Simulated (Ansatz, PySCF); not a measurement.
Species: C2H4Cl (charge 0, doublet). It need not be the lowest isomer of its formula. 
Coordinates optimised at B3LYP-D3(BJ)/def2-TZVP (Ansatz, a first-principles code):
```xyz
7

C      0.0564     0.7313    -0.1308
C      1.5231     0.6764     0.0481
Cl    -0.8683    -0.7044     0.0493
H     -0.4610     1.5395    -0.6239
H      1.9378     1.6857     0.0383
H      1.7926     0.1987     0.9939
H      2.0151     0.1039    -0.7502
```
Charge 0, spin multiplicity 2.


Property: enthalpy of formation at 298 K (from the atomisation energy, B3LYP-D3(BJ)/def2-TZVP harmonic zero-point and thermal terms from PySCF, and the atoms' enthalpies of formation in the G2/97 table; no spin-orbit terms, and no core term in the frozen-core levels), in eV. Cores are frozen in the correlated levels unless marked. UHF or UKS for open shells. No spin-orbit coupling. No relativistic terms. The coupled-cluster limit lacks core correlation, which all-electron functionals hold. Basis-set limits of correlation are two-point, X^-3; Hartree-Fock from the larger set. The bracket is a focal-point correction in the basis named.

| level | program | enthalpy of formation at 298 K (eV) |
|---|---|---|
| HF/cc-pV(Q+d)Z | Ansatz | 7.08 |

**Question.** Predict the RI-MP2/CBS(cc-pV(T+d)Z,cc-pV(Q+d)Z)+[CCSD(T)-MP2]/cc-pV(T+d)Z result (Ansatz).

**Answer.** 0.82 eV
